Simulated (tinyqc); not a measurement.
ROHF in the sto-3g basis, for H2O+, spin multiplicity 2, step by step (part 1 of 2). Computed by tinyqc, a small Python program that keeps every step (integrals from PySCF). Settings: charge = 1, multiplicity = 2, basis = sto-3g, energy threshold = 1e-08, iteration cap = 66, orthogonalisation = canonical, start = core, DIIS depth = 0, method = ROHF. Command: `OMP_NUM_THREADS=1 python tinyqc.py 25831 25832 out.jsonl` (the two numbers bound the seeds that draw the settings). One thread of a shared host (Intel(R) Xeon(R) Processor @ 2.60GHz), about 0.06 s of CPU time with the checks. Later iterations appear only in the table of the cycle.

## One-electron integrals

Geometry (angstrom):
```
atom        x         y        z
O     0.00000   0.00000  0.00000
H     0.00000   1.11400  0.67200
H     0.00000  -1.15000  0.69400
```

Basis sto-3g: exponents (1/bohr^2) and contraction coefficients of normalised primitives:
```
element  l (shell)   exponent  coefficient
O            s (1)  130.70932      0.15433
O            s (1)   23.80886      0.53533
O            s (1)    6.44361      0.44463
O            s (2)    5.03315     -0.09997
O            s (2)    1.16960      0.39951
O            s (2)    0.38039      0.70012
O            p (3)    5.03315      0.15592
O            p (3)    1.16960      0.60768
O            p (3)    0.38039      0.39196
H            s (1)    3.42525      0.15433
H            s (1)    0.62391      0.53533
H            s (1)    0.16886      0.44463
```

Overlap, kinetic and nuclear-attraction integrals over the contracted functions; the nuclear repulsion is the sum of Za Zb / Rab.

nuclear repulsion = 6.6395010 hartree

overlap S:
```
          1O 1s    1O 2s   1O 2px    1O 2py   1O 2pz    2H 1s     3H 1s
1O 1s   1.00000  0.23670  0.00000   0.00000  0.00000  0.02400   0.02180
1O 2s   0.23670  1.00000  0.00000   0.00000  0.00000  0.28054   0.26136
1O 2px  0.00000  0.00000  1.00000   0.00000  0.00000  0.00000   0.00000
1O 2py  0.00000  0.00000  0.00000   1.00000  0.00000  0.22656  -0.21356
1O 2pz  0.00000  0.00000  0.00000   0.00000  1.00000  0.13667   0.12888
2H 1s   0.02400  0.28054  0.00000   0.22656  0.13667  1.00000   0.07606
3H 1s   0.02180  0.26136  0.00000  -0.21356  0.12888  0.07606   1.00000
```

kinetic energy T (hartree):
```
           1O 1s     1O 2s   1O 2px    1O 2py   1O 2pz     2H 1s     3H 1s
1O 1s   29.00320  -0.16801  0.00000   0.00000  0.00000  -0.00769  -0.00703
1O 2s   -0.16801   0.80813  0.00000   0.00000  0.00000   0.01912   0.01194
1O 2px   0.00000   0.00000  2.52873   0.00000  0.00000   0.00000   0.00000
1O 2py   0.00000   0.00000  0.00000   2.52873  0.00000   0.07787  -0.06541
1O 2pz   0.00000   0.00000  0.00000   0.00000  2.52873   0.04698   0.03947
2H 1s   -0.00769   0.01912  0.00000   0.07787  0.04698   0.76003  -0.01147
3H 1s   -0.00703   0.01194  0.00000  -0.06541  0.03947  -0.01147   0.76003
```

nuclear attraction V (hartree):
```
            1O 1s     1O 2s    1O 2px    1O 2py    1O 2pz     2H 1s     3H 1s
1O 1s   -61.41918  -7.37261   0.00000  -0.00045  -0.00841  -0.76368  -0.69377
1O 2s    -7.37261  -9.85182   0.00000  -0.00538  -0.10533  -2.01153  -1.85425
1O 2px    0.00000   0.00000  -9.74207   0.00000   0.00000   0.00000   0.00000
1O 2py   -0.00045  -0.00538   0.00000  -9.82333  -0.00216  -1.41125   1.31009
1O 2pz   -0.00841  -0.10533   0.00000  -0.00216  -9.77165  -0.86990  -0.80861
2H 1s    -0.76368  -2.01153   0.00000  -1.41125  -0.86990  -4.68409  -0.41029
3H 1s    -0.69377  -1.85425   0.00000   1.31009  -0.80861  -0.41029  -4.58746
```

core Hamiltonian H = T + V (hartree):
```
            1O 1s     1O 2s    1O 2px    1O 2py    1O 2pz     2H 1s     3H 1s
1O 1s   -32.41598  -7.54062   0.00000  -0.00045  -0.00841  -0.77138  -0.70080
1O 2s    -7.54062  -9.04369   0.00000  -0.00538  -0.10533  -1.99241  -1.84231
1O 2px    0.00000   0.00000  -7.21334   0.00000   0.00000   0.00000   0.00000
1O 2py   -0.00045  -0.00538   0.00000  -7.29460  -0.00216  -1.33338   1.24468
1O 2pz   -0.00841  -0.10533   0.00000  -0.00216  -7.24292  -0.82292  -0.76914
2H 1s    -0.77138  -1.99241   0.00000  -1.33338  -0.82292  -3.92405  -0.42176
3H 1s    -0.70080  -1.84231   0.00000   1.24468  -0.76914  -0.42176  -3.82743
```

## Two-electron integrals

Functions are numbered as in S; the eight-fold symmetry (ij|kl) = (ji|kl) = (kl|ij) leaves the list below.

Two-electron integrals (ij|kl) in chemists' order, unique and non-zero (hartree):
```
(11|11) 4.78507     (21|11) 0.74138     (21|21) 0.13687     (22|11) 1.11895
(22|21) 0.25663     (22|22) 0.81721     (31|31) 0.02448     (32|31) 0.03781
(32|32) 0.18052     (33|11) 1.11581     (33|21) 0.25668     (33|22) 0.81702
(33|33) 0.88016     (41|41) 0.02448     (42|41) 0.03781     (42|42) 0.18052
(43|43) 0.04744     (44|11) 1.11581     (44|21) 0.25668     (44|22) 0.81702
(44|33) 0.78527     (44|44) 0.88016     (51|51) 0.02448     (52|51) 0.03781
(52|52) 0.18052     (53|53) 0.04744     (54|54) 0.04744     (55|11) 1.11581
(55|21) 0.25668     (55|22) 0.81702     (55|33) 0.78527     (55|44) 0.78527
(55|55) 0.88016     (61|11) 0.07594     (61|21) 0.01392     (61|22) 0.02599
(61|33) 0.02595     (61|41) 0.00052     (61|42) 0.00099     (61|44) 0.02605
(61|51) 0.00032     (61|52) 0.00060     (61|54) 0.00007     (61|55) 0.02599
(61|61) 0.00143     (62|11) 0.21516     (62|21) 0.05010     (62|22) 0.18059
(62|33) 0.17735     (62|41) 0.00319     (62|42) 0.02611     (62|44) 0.18434
(62|51) 0.00192     (62|52) 0.01575     (62|54) 0.00422     (62|55) 0.17989
(62|61) 0.00520     (62|62) 0.05275     (63|31) 0.00485     (63|32) 0.02965
(63|43) 0.00519     (63|53) 0.00313     (63|63) 0.00693     (64|11) 0.14409
(64|21) 0.03395     (64|22) 0.13074     (64|33) 0.12508     (64|41) 0.00671
(64|42) 0.04713     (64|44) 0.14019     (64|51) 0.00112     (64|52) 0.01055
(64|54) 0.00599     (64|55) 0.12680     (64|61) 0.00365     (64|62) 0.04652
(64|64) 0.04752     (65|11) 0.08692     (65|21) 0.02048     (65|22) 0.07887
(65|33) 0.07545     (65|41) 0.00112     (65|42) 0.01055     (65|44) 0.07831
(65|51) 0.00553     (65|52) 0.03601     (65|54) 0.00691     (65|55) 0.08275
(65|61) 0.00220     (65|62) 0.02806     (65|64) 0.02449     (65|65) 0.02170
(66|11) 0.40283     (66|21) 0.09526     (66|22) 0.39594     (66|33) 0.38190
(66|41) 0.00673     (66|42) 0.07840     (66|44) 0.41248     (66|51) 0.00406
(66|52) 0.04729     (66|54) 0.01844     (66|55) 0.39303     (66|61) 0.00993
(66|62) 0.15685     (66|64) 0.15827     (66|65) 0.09548     (66|66) 0.77461
(71|11) 0.06899     (71|21) 0.01265     (71|22) 0.02361     (71|33) 0.02357
(71|41) -0.00047    (71|42) -0.00089    (71|44) 0.02367     (71|51) 0.00028
(71|52) 0.00054     (71|54) -0.00006    (71|55) 0.02361     (71|61) 0.00128
(71|62) 0.00456     (71|64) 0.00298     (71|65) 0.00193     (71|66) 0.00866
(71|71) 0.00118     (72|11) 0.19839     (72|21) 0.04621     (72|22) 0.16694
(72|33) 0.16395     (72|41) -0.00293    (72|42) -0.02417    (72|44) 0.17040
(72|51) 0.00177     (72|52) 0.01459     (72|54) -0.00390    (72|55) 0.16630
(72|61) 0.00463     (72|62) 0.03657     (72|64) 0.02289     (72|65) 0.01884
(72|66) 0.08467     (72|71) 0.00436     (72|72) 0.04544     (73|31) 0.00444
(73|32) 0.02726     (73|43) -0.00478    (73|53) 0.00289     (73|63) 0.00453
(73|73) 0.00592     (74|11) -0.13396    (74|21) -0.03157    (74|22) -0.12188
(74|33) -0.11665    (74|41) 0.00615     (74|42) 0.04351     (74|44) -0.13061
(74|51) -0.00103    (74|52) -0.00981    (74|54) 0.00554     (74|55) -0.11825
(74|61) -0.00305    (74|62) -0.02316    (74|64) -0.01045    (74|65) -0.01175
(74|66) -0.05159    (74|71) -0.00308    (74|72) -0.04043    (74|74) 0.04153
(75|11) 0.08084     (75|21) 0.01905     (75|22) 0.07355     (75|33) 0.07039
(75|41) -0.00103    (75|42) -0.00981    (75|44) 0.07305     (75|51) 0.00507
(75|52) 0.03318     (75|54) -0.00638    (75|55) 0.07713     (75|61) 0.00198
(75|62) 0.01897     (75|64) 0.01171     (75|65) 0.01416     (75|66) 0.04739
(75|71) 0.00186     (75|72) 0.02440     (75|74) -0.02149    (75|75) 0.01889
(76|11) 0.04161     (76|21) 0.00978     (76|22) 0.03823     (76|33) 0.03744
(76|41) -5.09e-06   (76|42) -0.00007    (76|44) 0.03829     (76|51) 0.00060
(76|52) 0.00590     (76|54) -1.25e-05   (76|55) 0.03891     (76|61) 0.00100
(76|62) 0.01078     (76|64) 0.00836     (76|65) 0.00650     (76|66) 0.03327
(76|71) 0.00091     (76|72) 0.01008     (76|74) -0.00794    (76|75) 0.00613
(76|76) 0.00287     (77|11) 0.39077     (77|21) 0.09242     (77|22) 0.38503
(77|33) 0.37175     (77|41) -0.00637    (77|42) -0.07492    (77|44) 0.40066
(77|51) 0.00384     (77|52) 0.04521     (77|54) -0.01745    (77|55) 0.38228
(77|61) 0.00925     (77|62) 0.08921     (77|64) 0.05390     (77|65) 0.04948
(77|66) 0.23344     (77|71) 0.00875     (77|72) 0.14335     (77|74) -0.14614
(77|75) 0.08819     (77|76) 0.03327     (77|77) 0.77461
```

## Orthogonalisation

S = U s U^T; canonical form X = U s^(-1/2), so that X^T S X = 1. Each column of U has its largest component positive (the first on a tie).

eigenvalues of S: 0.56052  0.64982  0.90203  1.00000  1.08776  1.27500  1.52488

X:
```
               1         2         3        4         5         6        7
1O 1s   -0.43708   0.06873   0.67502  0.00000  -0.58513  -0.02086  0.26349
1O 2s    0.91901  -0.10777  -0.23042  0.00000  -0.25828  -0.02459  0.51077
1O 2px   0.00000   0.00000   0.00000  1.00000   0.00000   0.00000  0.00000
1O 2py   0.10888   0.81597  -0.00636  0.00000  -0.00232   0.66254  0.02549
1O 2pz   0.33465  -0.03304   0.68640  0.00000   0.64695  -0.00568  0.19201
2H 1s   -0.64358  -0.58841  -0.24461  0.00000   0.20722   0.39647  0.39817
3H 1s   -0.45869   0.71374  -0.26241  0.00000   0.22078  -0.43255  0.35975
```

## Starting guess

The start is the orbitals of the core Hamiltonian; D(s) = C_occ C_occ^T for each spin.

D(alpha) at the start:
```
           1O 1s     1O 2s   1O 2px    1O 2py    1O 2pz     2H 1s     3H 1s
1O 1s    1.06239  -0.26786  0.00000  -0.00100  -0.00878   0.02375   0.02187
1O 2s   -0.26786   1.14884  0.00000   0.00582   0.04816  -0.09940  -0.09126
1O 2px   0.00000   0.00000  1.00000   0.00000   0.00000   0.00000   0.00000
1O 2py  -0.00100   0.00582  0.00000   1.07416   0.00277  -0.10970   0.10270
1O 2pz  -0.00878   0.04816  0.00000   0.00277   1.02513  -0.06187  -0.05765
2H 1s    0.02375  -0.09940  0.00000  -0.10970  -0.06187   0.02293   0.00044
3H 1s    0.02187  -0.09126  0.00000   0.10270  -0.05765   0.00044   0.02001
```

D(beta) at the start:
```
           1O 1s     1O 2s   1O 2px    1O 2py    1O 2pz     2H 1s     3H 1s
1O 1s    1.06239  -0.26786  0.00000  -0.00100  -0.00878   0.02375   0.02187
1O 2s   -0.26786   1.14884  0.00000   0.00582   0.04816  -0.09940  -0.09126
1O 2px   0.00000   0.00000  0.00000   0.00000   0.00000   0.00000   0.00000
1O 2py  -0.00100   0.00582  0.00000   1.07416   0.00277  -0.10970   0.10270
1O 2pz  -0.00878   0.04816  0.00000   0.00277   1.02513  -0.06187  -0.05765
2H 1s    0.02375  -0.09940  0.00000  -0.10970  -0.06187   0.02293   0.00044
3H 1s    0.02187  -0.09126  0.00000   0.10270  -0.05765   0.00044   0.02001
```

## Iteration 1: building the Fock matrix

J_ij = sum D_kl (ij|kl) with D = D(alpha) + D(beta), K_ij = sum D_kl (ik|jl) for each spin; F = H + J - K(s); E = tr D H + tr D J / 2 - 0.5 sum_s tr D(s) K(s) + E_nn.

Coulomb J (hartree):
```
           1O 1s     1O 2s   1O 2px    1O 2py    1O 2pz    2H 1s     3H 1s
1O 1s   17.47557   3.28908  0.00000   0.00019   0.00196  0.33495   0.30429
1O 2s    3.28908   7.98910  0.00000  -0.00005   0.00073  1.70032   1.57112
1O 2px   0.00000   0.00000  7.91919   0.00000   0.00000  0.00000   0.00000
1O 2py   0.00019  -0.00005  0.00000   8.01191  -0.00017  1.20883  -1.12666
1O 2pz   0.00196   0.00073  0.00000  -0.00017   8.01315  0.72887   0.67954
2H 1s    0.33495   1.70032  0.00000   1.20883   0.72887  3.57657   0.35148
3H 1s    0.30429   1.57112  0.00000  -1.12666   0.67954  0.35148   3.47824
```

exchange K(alpha) (hartree):
```
          1O 1s    1O 2s   1O 2px    1O 2py    1O 2pz    2H 1s     3H 1s
1O 1s   4.92088  0.85845  0.00000   0.00004   0.00038  0.09313   0.08472
1O 2s   0.85845  1.43211  0.00000   0.00009   0.00225  0.26203   0.24179
1O 2px  0.00000  0.00000  1.17989   0.00000   0.00000  0.00000   0.00000
1O 2py  0.00004  0.00009  0.00000   1.18087  -0.00012  0.13828  -0.12880
1O 2pz  0.00038  0.00225  0.00000  -0.00012   1.18001  0.08327   0.07747
2H 1s   0.09313  0.26203  0.00000   0.13828   0.08327  0.08253   0.03687
3H 1s   0.08472  0.24179  0.00000  -0.12880   0.07747  0.03687   0.07140
```

exchange K(beta) (hartree):
```
          1O 1s    1O 2s   1O 2px    1O 2py    1O 2pz    2H 1s     3H 1s
1O 1s   4.89640  0.82065  0.00000   0.00004   0.00038  0.08828   0.08028
1O 2s   0.82065  1.25159  0.00000   0.00009   0.00225  0.23238   0.21453
1O 2px  0.00000  0.00000  0.29973   0.00000   0.00000  0.00000   0.00000
1O 2py  0.00004  0.00009  0.00000   1.13343  -0.00012  0.13310  -0.12402
1O 2pz  0.00038  0.00225  0.00000  -0.00012   1.13257  0.08014   0.07459
2H 1s   0.08828  0.23238  0.00000   0.13310   0.08014  0.07560   0.03233
3H 1s   0.08028  0.21453  0.00000  -0.12402   0.07459  0.03233   0.06548
```

F(alpha) (hartree):
```
            1O 1s     1O 2s    1O 2px    1O 2py    1O 2pz     2H 1s     3H 1s
1O 1s   -19.86128  -5.11000   0.00000  -0.00029  -0.00684  -0.52956  -0.48124
1O 2s    -5.11000  -2.48670   0.00000  -0.00551  -0.10685  -0.55412  -0.51298
1O 2px    0.00000   0.00000  -0.47404   0.00000   0.00000   0.00000   0.00000
1O 2py   -0.00029  -0.00551   0.00000  -0.46356  -0.00220  -0.26283   0.24682
1O 2pz   -0.00684  -0.10685   0.00000  -0.00220  -0.40979  -0.17732  -0.16707
2H 1s    -0.52956  -0.55412   0.00000  -0.26283  -0.17732  -0.43001  -0.10715
3H 1s    -0.48124  -0.51298   0.00000   0.24682  -0.16707  -0.10715  -0.42059
```

F(beta) (hartree):
```
            1O 1s     1O 2s   1O 2px    1O 2py    1O 2pz     2H 1s     3H 1s
1O 1s   -19.83680  -5.07219  0.00000  -0.00029  -0.00684  -0.52470  -0.47679
1O 2s    -5.07219  -2.30618  0.00000  -0.00551  -0.10685  -0.52448  -0.48572
1O 2px    0.00000   0.00000  0.40612   0.00000   0.00000   0.00000   0.00000
1O 2py   -0.00029  -0.00551  0.00000  -0.41611  -0.00220  -0.25764   0.24204
1O 2pz   -0.00684  -0.10685  0.00000  -0.00220  -0.36234  -0.17419  -0.16419
2H 1s    -0.52470  -0.52448  0.00000  -0.25764  -0.17419  -0.42309  -0.10262
3H 1s    -0.47679  -0.48572  0.00000   0.24204  -0.16419  -0.10262  -0.41467
```

total energy of this density = -73.7358632 hartree

## Iteration 1: Roothaan effective Fock matrix

With projectors Pc = D(beta) S, Po = (D(alpha) - D(beta)) S, Pv = 1 - D(alpha) S, the block xy is Px^T F Py; with Fc = (F(alpha) + F(beta))/2, the blocks are Fc for cc, oo, vv and cv, F(beta) for co and F(alpha) for ov.

effective F (hartree):
```
            1O 1s     1O 2s    1O 2px    1O 2py    1O 2pz     2H 1s     3H 1s
1O 1s   -19.84904  -5.09110   0.00000  -0.00029  -0.00684  -0.52713  -0.47901
1O 2s    -5.09110  -2.39644   0.00000  -0.00551  -0.10685  -0.53930  -0.49935
1O 2px    0.00000   0.00000  -0.03396   0.00000   0.00000   0.00000   0.00000
1O 2py   -0.00029  -0.00551   0.00000  -0.43983  -0.00220  -0.26024   0.24443
1O 2pz   -0.00684  -0.10685   0.00000  -0.00220  -0.38606  -0.17575  -0.16563
2H 1s    -0.52713  -0.53930   0.00000  -0.26024  -0.17575  -0.42655  -0.10489
3H 1s    -0.47901  -0.49935   0.00000   0.24443  -0.16563  -0.10489  -0.41763
```

## Iteration 1: diagonalisation and new density

Diagonalise F' = X^T F X, C = X C', fill 5 alpha and 4 beta electrons from the bottom; D(s) = C_occ C_occ^T. Each column has its largest component positive (the first on a tie).

F' = X^T F X (hartree):
```
          1         2         3         4         5         6         7
1  -1.45689   0.25873   2.93196   0.00000  -2.84314  -0.11086   1.46161
2   0.25873  -0.07182  -0.53165   0.00000   0.53048   0.00175  -0.29714
3   2.93196  -0.53165  -7.46855   0.00000   7.51369   0.31292  -4.71695
4   0.00000   0.00000   0.00000  -0.03396   0.00000   0.00000   0.00000
5  -2.84314   0.53048   7.51369   0.00000  -8.39165  -0.33663   5.13832
6  -0.11086   0.00175   0.31292   0.00000  -0.33663  -0.59430   0.22252
7   1.46161  -0.29714  -4.71695   0.00000   5.13832   0.22252  -4.21649
```

orbital energies (hartree): MO1 -19.85822, MO2 -1.18582, MO3 -0.58078, MO4 -0.42672, MO5 -0.12512, MO6 -0.03396, MO7 -0.02304

coefficients C:
```
             MO1       MO2       MO3       MO4       MO5      MO6       MO7
1O 1s    0.99419  -0.25096   0.00433   0.08069   0.07459  0.00000  -0.01269
1O 2s    0.02420   0.95461  -0.02062  -0.37786  -0.42049  0.00000   0.07485
1O 2px   0.00000   0.00000   0.00000   0.00000   0.00000  1.00000   0.00000
1O 2py   0.00012   0.00729   0.69139  -0.00470   0.10207  0.00000   0.79297
1O 2pz   0.00137   0.12858   0.00796   0.80038  -0.61305  0.00000   0.08151
2H 1s   -0.00364   0.09898   0.39168   0.30843   0.58072  0.00000  -0.76377
3H 1s   -0.00336   0.09148  -0.39160   0.32674   0.74934  0.00000   0.56916
```

D(alpha) after iteration 1:
```
           1O 1s     1O 2s   1O 2px    1O 2py    1O 2pz     2H 1s     3H 1s
1O 1s    1.06349  -0.27746  0.00000   0.00852  -0.01202   0.04144   0.05426
1O 2s   -0.27746   1.23189  0.00000  -0.04843   0.07796  -0.27441  -0.34324
1O 2px   0.00000   0.00000  0.00000   0.00000   0.00000   0.00000   0.00000
1O 2py   0.00852  -0.04843  0.00000   0.48851  -0.05990   0.32935  -0.19513
1O 2pz  -0.01202   0.07796  0.00000  -0.05990   1.03302  -0.09331  -0.18923
2H 1s    0.04144  -0.27441  0.00000   0.32935  -0.09331   0.59559   0.39162
3H 1s    0.05426  -0.34324  0.00000  -0.19513  -0.18923   0.39162   0.83001
```

D(beta) after iteration 1:
```
           1O 1s     1O 2s   1O 2px    1O 2py    1O 2pz     2H 1s     3H 1s
1O 1s    1.05792  -0.24609  0.00000   0.00091   0.03371  -0.00188  -0.00163
1O 2s   -0.24609   1.05508  0.00000  -0.00551  -0.17982  -0.03022  -0.02815
1O 2px   0.00000   0.00000  0.00000   0.00000   0.00000   0.00000   0.00000
1O 2py   0.00091  -0.00551  0.00000   0.47809   0.00268   0.27007  -0.27162
1O 2pz   0.03371  -0.17982  0.00000   0.00268   0.65720   0.26270   0.27016
2H 1s   -0.00188  -0.03022  0.00000   0.27007   0.26270   0.25835  -0.04354
3H 1s   -0.00163  -0.02815  0.00000  -0.27162   0.27016  -0.04354   0.26849
```
